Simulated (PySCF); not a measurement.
This PySCF input asks for the NMR shieldings of SMILES [H]/P=P\C(=O)OC, C2H4O2P2; the geometry comes from GFN2-xTB, dihedral held.

```python
import basis_set_exchange as bse
import numpy as np
from pyscf import gto, dft
from pyscf.prop import nmr

atoms = """
C    -1.691135   -0.981197   -0.245768
O    -0.744453    0.030949   -0.566484
C     0.473687   -0.063403   -0.009567
O     0.675911   -0.250645    1.163413
P     1.762686   -0.194536   -1.337328
P     3.477169   -0.134699   -0.246625
H    -1.489216   -1.864896   -0.855146
H    -1.640288   -1.239489    0.814411
H    -2.673161   -0.579268   -0.485547
H     2.871418    0.088406    1.002159
"""
names = dict.fromkeys(["C", "O", "P", "H"], "pcSseg-1")
basis = {el: gto.basis.parse(bse.get_basis(n, elements=[el], fmt="nwchem")) for el, n in names.items()}
mol = gto.M(atom=atoms, basis=basis, charge=0, verbose=0)
mf = dft.RKS(mol, xc="PBE0")
mf.grids.level = 2
mf.grids.alignment = dft.numint.BLKSIZE   # the property module wants whole blocks of grid points
mf.conv_tol = 1e-9
mf.kernel()

calc = nmr.RKS(mf)   # GIAO
C = mf.mo_coeff
Co = C[:, mf.mo_occ > 0]
resp = mf.gen_response(singlet=True, hermi=2)
def vind(x):   # induced exchange potential for any number of trial vectors
    d = np.einsum("pi,xij,qj->xpq", C, 2 * x.reshape(-1, C.shape[1], Co.shape[1]), Co, optimize=True)
    return np.einsum("xpq,pi,qj->xij", resp(d - d.transpose(0, 2, 1)), C, Co, optimize=True).ravel()
mo1, _ = nmr.rhf.solve_mo1(calc, with_cphf=vind)
sigma = calc.kernel(mo1)
for i, s in enumerate(sigma):   # ppm
    w = np.linalg.eigvalsh((s + s.T) / 2)
    print("%2d %-2s iso %8.1f  s11 %8.1f  s22 %8.1f  s33 %8.1f" % (i, mol.atom_pure_symbol(i), w.mean(), *w))
```

Question: What does it print?

Answer: 
```
 0 C  iso    127.0  s11     95.0  s22    102.9  s33    183.1
 1 O  iso    155.5  s11    -14.9  s22    226.2  s33    255.2
 2 C  iso     -0.4  s11   -101.0  s22     37.9  s33     61.9
 3 O  iso   -200.3  s11   -604.5  s22   -326.3  s33    329.8
 4 P  iso   -289.3  s11  -1246.8  s22    -34.3  s33    413.3
 5 P  iso   -334.4  s11  -1391.8  s22   -190.3  s33    578.9
 6 H  iso     27.9  s11     23.4  s22     26.3  s33     34.0
 7 H  iso     26.9  s11     23.1  s22     26.1  s33     31.5
 8 H  iso     27.4  s11     24.4  s22     25.4  s33     32.4
 9 H  iso     18.3  s11     10.1  s22     22.4  s33     22.5
```

These numbers come from an equivalent density-fitted implementation of the same equations, which agrees with the script to about 0.01 ppm for H and up to a few tenths of a ppm for heavy atoms, so last digits may differ.

The geometry is no minimum: GFN2-xTB, dihedral held.

Size and cost of the density-fitted run: 136 basis functions, roughly 30 core-seconds.
